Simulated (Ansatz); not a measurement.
PH2⁻, singlet in aug-cc-pVTZ: errors against RCCSDT(Q)

Geometry: a PBE0/def2-TZVPD stationary point for this spin, not checked as a minimum.

```xyz
3

P     0.0000   -0.0612    0.0000
H     0.0000    0.9398   -1.0301
H     0.0000    0.9398    1.0301
```

Basis aug-cc-pVTZ; Ansatz 0.2.0. Correlated methods freeze the noble-gas cores, which leaves 8 electrons in 91 orbitals. R marks a restricted (for open shells ROHF) determinant. Active spaces: valence = (8e, 6o) chosen from the atoms' valence shells.

Full CI isn't at hand for all of this; RCCSDT(Q) serves as the reference, and is uncertain by about the last step of the cluster series.

```
UHF ⟨S²⟩                          : 0.000
T1 diagnostic (RCCSD)             : 0.0132
largest doubles amplitude (RCCSD) : 0.042
```

```
                            level  E − E(RCCSDT(Q)) (meV)  share of correlation (%)    wall time
                              RHF                    5863                      0.00            –
                             RMP2                     914                     84.42            –
                            RCCSD                     294                     94.98            –
                         RCCSD(T)                      37                     99.37          7 s
                          BCCD(T)                      36                     99.39        1.9 s
                           RCCSDT                      14                     99.76            –
           CASSCF (valence space)                    5004                     14.66            –
           NEVPT2 (valence space)                    1284                     78.10  11 s (H100)
           MRCISD (valence space)                     493                     91.59            –
         MRCISD+Q (valence space)                      83                     98.59  11 s (H100)
MRCISD+Q(relaxed) (valence space)                      58                     99.01   8 s (H100)
```

The correlation energy at RCCSDT(Q), counted from RHF, is -5.863 eV. That run took 12 s on 2 threads of AMD EPYC 7R13 with a shared H100 80 GB, shared host.

Times hold each run's SCF and search for its determinant on a shared host, so for small cases they say little of a method's own cost; rows without a card ran on 1 thread of AMD EPYC 7R13.

Natural occupations of CASSCF (valence space) about the gap: 1.999 1.997 1.978 1.973 0.029 0.023; effectively unpaired electrons, Σ n²(2−n)², 0.01.
